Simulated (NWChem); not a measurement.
Total energies of Li (-1)

```
Li
```
Charge -1, spin multiplicity 1.

Program: NWChem.

Basis set: def2-TZVPD (17 functions).

| method | total energy (Ha) |
|---|---|
| RHF | -7.41882 |
| MP2 | -7.46547 |
| B2PLYP | -7.48723 |
| PBE | -7.47420 |
| B3LYP | -7.50583 |
| BHandHLYP | -7.49242 |
| CCSD(T) | -7.48488 |

Total energies of different functionals aren't comparable as a measure of quality: only differences taken within one method are. 

The correlated methods freeze no orbitals. B3LYP has NWChem's definition, with VWN1-RPA local correlation. Coupled-cluster values serve here as a point of comparison, not as the truth.
